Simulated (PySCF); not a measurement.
**Identify the compound**

Molecular formula: C$_{5}$H$_{8}$O. Simulated spectra:

1H NMR (400 MHz, computed): δ 1.91 (s, 1H), 1.50 (s, 6H), 0.83 (br s, 1H).

13C{1H} NMR (computed): δ 94.0 (C), 78.1 (CH), 65.9 (C), 33.4 (CH3, 2C).

Theoretical values (PySCF 2.14.0 with density-fitted response routines): geometry from GFN2-xTB, shieldings: GIAO PBE0/pcSseg-1. Averaged over atoms made equivalent by symmetry, fast rotation or ring inversion, gas phase, a single conformation, relativity neglected.

Scale: 1H (31.72 ppm), 13C (186.93 ppm) vs TMS (reference shieldings calculated alike).

Task: Deduce the structure.

Result: 
- The formula gives 2 degrees of unsaturation (no ring in the answer).
- 4 carbon signals for 5 carbons: some carbons are equivalent by symmetry or fast rotation.
- Carbon types of the structure: 2 × C, 1 × CH, 2 × CH3, leaving 1 H on heteroatoms.
- δC 94.0: alkyne carbon; the triple bond shields along its axis, which puts it between sp3 and sp2 carbons.
- δC 78.1: terminal alkyne carbon; the triple bond shields along its axis, which puts it between sp3 and sp2 carbons.
- δC 65.9: propargylic fully substituted sp3 carbon bonded to O; deshielded by the electronegative neighbour.
- δC 33.4: methyl carbon; saturated and bonded to C and H only.
- δH 1.91: hydrogen on a terminal alkyne carbon; it lies on the axis of the triple bond, in its shielding cone.
- δH 1.50: hydrogen on a methyl carbon.
- δH 0.83: hydrogen on an alcohol oxygen; labile proton, position sensitive to the medium.

The compound is 2-methyl-3-butyn-2-ol (CC(C#C)(C)O).

The shifts were computed for this structure.

OH and NH positions are those of a molecule without intermolecular hydrogen bonds; in solution they move with solvent, concentration and temperature, and exchange usually removes their couplings. Shifts are as computed. Against solution values, carbons near 30 ppm lie about +3 ppm off and those near 130 ppm about +5 ppm. Of 246 compounds with measured shifts, 49 miss one by over three times the rms of a fit or turn the order of signals round; such compounds aren't used in these exercises. No couplings were computed; multiplicities are counted from neighbouring protons, with m where these are inequivalent, close in shift, in a saturated or five-membered ring or joined by F or P, and br s for small geminal =CH2 splittings.
